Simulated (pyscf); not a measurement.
Optimised with ωB97X-D3(BJ)/def2-SVP in PySCF.

Question: For the elementary gas-phase step Cl–Al(Cl)–Cl (SMILES [Cl][Al]([Cl])[Cl]) + H₂C=CH₂ (SMILES C=C) → HCl (SMILES Cl) + H₂C=CH–Al(Cl)–Cl (SMILES C=[CH][Al]([Cl])[Cl]) (singlet surface; Al–Cl, C–H broken, Cl–H, Al–C formed), what barrier and reaction energy does r²SCAN/def2-TZVP give, measured from the separated reactants?

Answer: ΔE‡ = 1.24 eV, ΔE = +1.49 eV. ωB97M-D3(BJ)/def2-TZVP gives 1.43 eV and +1.44 eV. Zero-point energy shifts the barrier by -0.10 eV. It is a four-centre exchange, with an imaginary mode of 816i cm⁻¹. On the reactant side the descent ends in a bound adduct, 0.74 eV under the separated species and 2.07 eV under the saddle at ωB97X-D3(BJ)/def2-TZVP. On the product side the descent ends in an adduct with a Al–Cl contact, 0.43 eV under the separated species and 0.29 eV under the saddle at ωB97X-D3(BJ)/def2-TZVP. At r²SCAN the saddle lies under the separated products, which points to a path from their complex (located at ωB97X-D3(BJ) alone), and parting the products costs more than the saddle. What is counted as broken (Al–Cl) persists as a longer contact in the product adduct; parting that adduct is a step of its own. At ωB97X-D3(BJ)/def2-TZVP the barrier from the zero used here is 1.33 eV. The same reactants have a lower exit, to Cl–CH₂–CH₂–Al(Cl)–Cl (barrier +0.46 eV at ωB97M-D3(BJ)/def2-TZVP, against +1.43 eV here). This is the saddle that the search found; another between the same sides may lie lower.
